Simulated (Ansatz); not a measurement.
**CH₂ClF: small, medium and large basis sets**

An exercise on one series of results from a longer session: the logs are not shown, and one member is left open.

Computed with Ansatz 0.2.0, Gaussian basis. Level: one geometry, several basis sets.

Levels to be run: PBE0-D4/def2-SVP; ωB97M-V/def2-SVP; PBE0-D4/def2-QZVPP; ωB97M-V/def2-QZVPP; CCSD(T)/cc-pV(D+d)Z; CCSD(T)/cc-pV(T+d)Z; CCSD(T)/cc-pV(Q+d)Z; the functionals' def2-TZVPP values are taken from earlier runs.

## The geometry

An earlier PBE0-D4 in a triple-zeta def2 set relaxation fixed the geometry.

SMILES `FCCl`, 5 atoms, charge 0, spin multiplicity 1.

Atoms are counted from 1 here; the program's logs count them from 0.

Bond lengths: F1–C2 1.355 Å, C2–Cl3 1.766 Å, C2–H4 1.089 Å, C2–H5 1.089 Å. Angles: F1–C2–Cl3 110.5°, F1–C2–H4 109.3°, F1–C2–H5 109.3°, Cl3–C2–H4 107.8°, Cl3–C2–H5 107.8°, H4–C2–H5 112.3°.

The first run:

Contents of in.yaml:

```yaml
crystal:
  periodic: [false, false, false]
  atoms:
    - {symbol: F, position_ang: [-0.961009, 0.545405, 0.757837]}
    - {symbol: C, position_ang: [0.093432, 0.074628, 0.049805]}
    - {symbol: Cl, position_ang: [-0.411882, -1.247859, -1.006489]}
    - {symbol: H, position_ang: [0.841965, -0.316888, 0.737580]}
    - {symbol: H, position_ang: [0.487493, 0.871114, -0.580232]}
basis:
  gaussian: {orbitals: def2-SVP}
hamiltonian: {xc: pbe0, dispersion: d4}
output: {orbitals: {seedname: orbitals}}
```

Command:

```
$ ansatz run in.yaml --threads 4 --pin off --events-out ev --progress --plain --max-ram 10444MiB
```

Among the steps run: PBE0-D4 in def2-SVP; ωB97M-V in def2-SVP; PBE0-D4 in def2-QZVPP; ωB97M-V in def2-QZVPP.

One table of the session follows, with a row left open; its other results are not shown here.

| functional | basis | HOMO (eV) | LUMO (eV) |
| --- | --- | --- | --- |
| PBE0-D4 | def2-SVP | ? | ? |
| PBE0-D4 | def2-TZVPP | -8.82 | 0.71 |
| PBE0-D4 | def2-QZVPP | -8.88 | 0.30 |
| ωB97M-V | def2-SVP | -10.90 | 3.39 |
| ωB97M-V | def2-TZVPP | -11.15 | 2.67 |
| ωB97M-V | def2-QZVPP | -11.21 | 1.79 |

**Question.** Estimate the row for PBE0-D4, def2-SVP.

**Answer.** HOMO (eV): -8.61; LUMO (eV): 1.33. In the column «HOMO (eV)» it is the highest.
